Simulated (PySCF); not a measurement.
Working out the ionisation energy of Cl

Cl [Ne] 3s2 3p5 (2P) → Cl+ [Ne] 3s2 3p4 (3P). Calculation: PySCF 2.14, in x2c-TZVPPall; the spin-free X2C one-electron Hamiltonian (Gaussian nucleus). Frozen: 1s2. Energies in hartree (1 hartree = 27.21139 eV):

| part | Cl (lower) | Cl+ (upper) |
| --- | --- | --- |
| UHF | -460.887827 | -460.455676 |
| MP2 opposite-spin | -0.234380 | -0.207687 |
| MP2 same-spin | -0.088090 | -0.079708 |

Task: What does Hartree-Fock give?

Result: (-460.455676) − (-460.887827) = 0.432151 hartree = 11.759 eV.

Task: What do MP2 and SCS-MP2 (6/5 opposite-spin, 1/3 same-spin) give?

Result: The opposite-spin parts differ by 0.726 eV and the same-spin parts by 0.228 eV. MP2: 11.759 + (0.726) + (0.228) = 12.713 eV. SCS-MP2: 11.759 + 1.2 × (0.726) + (0.228)/3 = 12.706 eV.

Measured between the centres of the two terms (NIST): 12.974 eV, so MP2 (valence and next inner shell) is off by -0.261 eV.

What remains against the reference includes basis incompleteness, the frozen core and correlation beyond second order.
